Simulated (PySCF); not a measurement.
C2H5O, SMILES [O]CC, multiplicity 2. Atoms are numbered in the order given.

```xyz
8

C     -0.1934     1.1814     0.0000
C      0.4726    -0.1796     0.0000
O     -0.3620    -1.2483     0.0000
H      0.5531     1.9797     0.0000
H     -0.8226     1.2980    -0.8844
H     -0.8226     1.2980     0.8844
H      1.1565    -0.3002     0.8634
H      1.1565    -0.3002    -0.8634
```
Charge 0, spin multiplicity 2.

Geometry optimised at PBE0-D3(BJ)/def2-TZVP. The isomer is the one that the SMILES or the coordinates give; other isomers of the formula were not compared.

These are PBE0-D3(BJ)/def2-TZVP (PySCF 2.14.0) values and carry that method's errors.

Frequencies are harmonic and unscaled.

| mode | ν (cm⁻¹) | IR (km/mol) | moving atoms (share of kinetic energy) |
|---|---|---|---|
| 1 | 69 | 15.5 | H 55 %, C 34 %, O 11 % |
| 2 | 264 | 15.7 | H 98 % |
| 3 | 436 | 6.7 | C 35 %, O 34 %, H 30 % |
| 4 | 858 | 0.0 | H 94 % |
| 5 | 903 | 0.5 | C 43 %, H 40 %, O 17 % |
| 6 | 1098 | 2.6 | C 43 %, H 30 %, O 26 % |
| 7 | 1106 | 17.8 | C 55 %, H 39 % |
| 8 | 1239 | 0.1 | H 79 %, C 20 % |
| 9 | 1327 | 12.4 | H 89 %, C 10 % |
| 10 | 1386 | 15.5 | H 79 %, C 19 % |
| 11 | 1407 | 31.2 | H 70 %, C 29 % |
| 12 | 1477 | 7.2 | H 97 % |
| 13 | 1487 | 6.5 | H 96 % |
| 14 | 2913 | 24.8 | H 95 % |
| 15 | 2926 | 4.6 | H 92 % |
| 16 | 3054 | 11.7 | H 97 % |
| 17 | 3132 | 17.6 | H 91 %, C 9 % |
| 18 | 3140 | 15.5 | H 91 %, C 9 % |
